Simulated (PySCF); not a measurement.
**Electronic absorption of ethanethiol**

Species: ethanethiol, C2H6S.
Z-matrix (Å and degrees, GFN2-xTB geometry), rows numbered from 1:
```
C 
C   1  1.5161
S   2  1.8293  1  112.24
H   1  1.0884  2  109.84  3  -176.55
H   1  1.0888  2  110.75  3    63.53
H   1  1.0877  2  110.46  3   -56.71
H   2  1.0895  1  111.20  3   116.70
H   2  1.0901  1  111.74  3  -121.20
H   3  1.3317  2   96.03  1   -60.43
```

The calculation used TDDFT PBE0/def2-SVPD, vertical, gas phase, core orbitals frozen in the response in PySCF 2.14.0, density-fitted response routines.

```json
{"state": "S1", "E (eV)": "5.49", "λ (nm)": "225.7", "ν̃ (cm⁻¹)": "44310", "f": "0.0081", "|μ| (D)": "0.62", "main configurations (H = HOMO, L = LUMO)": "H→L (92%)"}
{"state": "S2", "E (eV)": "6.20", "λ (nm)": "199.9", "ν̃ (cm⁻¹)": "50020", "f": "0.036", "|μ| (D)": "1.24", "main configurations (H = HOMO, L = LUMO)": "H→L+1 (96%)"}
{"state": "S3", "E (eV)": "6.98", "λ (nm)": "177.6", "ν̃ (cm⁻¹)": "56300", "f": "0.029", "|μ| (D)": "1.04", "main configurations (H = HOMO, L = LUMO)": "H→L+2 (62%), H→L+3 (25%)"}
{"state": "S4", "E (eV)": "7.19", "λ (nm)": "172.5", "ν̃ (cm⁻¹)": "57970", "f": "0.016", "|μ| (D)": "0.77", "main configurations (H = HOMO, L = LUMO)": "H→L+3 (67%), H→L+4 (19%), H→L+2 (12%)"}
{"state": "S5", "E (eV)": "7.34", "λ (nm)": "169.0", "ν̃ (cm⁻¹)": "59170", "f": "0.012", "|μ| (D)": "0.66", "main configurations (H = HOMO, L = LUMO)": "H→L+4 (73%), H→L+2 (18%)"}
{"state": "S6", "E (eV)": "8.11", "λ (nm)": "152.9", "ν̃ (cm⁻¹)": "65410", "f": "0.014", "|μ| (D)": "0.66", "main configurations (H = HOMO, L = LUMO)": "H-1→L (83%)"}
{"state": "S7", "E (eV)": "8.28", "λ (nm)": "149.7", "ν̃ (cm⁻¹)": "66810", "f": "0.030", "|μ| (D)": "0.97", "main configurations (H = HOMO, L = LUMO)": "H→L+6 (58%), H→L+5 (21%), H→L+7 (9%)"}
{"state": "S8", "E (eV)": "8.35", "λ (nm)": "148.4", "ν̃ (cm⁻¹)": "67380", "f": "0.057", "|μ| (D)": "1.34", "main configurations (H = HOMO, L = LUMO)": "H→L+5 (67%), H→L+6 (28%)"}
```

Triplets (Tamm–Dancoff): T1 5.05 eV, H→L (83%); T2 5.74 eV, H→L+1 (87%); T3 6.75 eV, H→L+2 (58%), H→L+4 (17%), H→L (10%).

The lowest singlet lies at 5.49 eV (226 nm, ultraviolet) and is weak; its leading configuration is HOMO→LUMO (92%). The most intense listed level is S8 at 8.35 eV (148 nm, f = 0.057), 2.86 eV above S1. It is the last of those listed, so stronger ones may follow. Löwdin shares by element: HOMO sulfur 76%, carbon 10% or more, hydrogen 6% or more; LUMO sulfur 47%, carbon 21%, hydrogen 14% or more (atoms not listed hold the other 19%). The listed states span 2.86 eV. Orbital energies (eV): HOMO-3 -10.66, HOMO-2 -10.16, HOMO-1 -9.14, HOMO -6.81, LUMO 0.26, LUMO+1 0.78, LUMO+2 1.38. The oscillator strengths of these states sum to 0.201; summed over the whole spectrum of an exact calculation they would give the number of electrons, 34 (Thomas–Reiche–Kuhn). The window holds the lowest 8 singlets.

One conformer stands for the species.
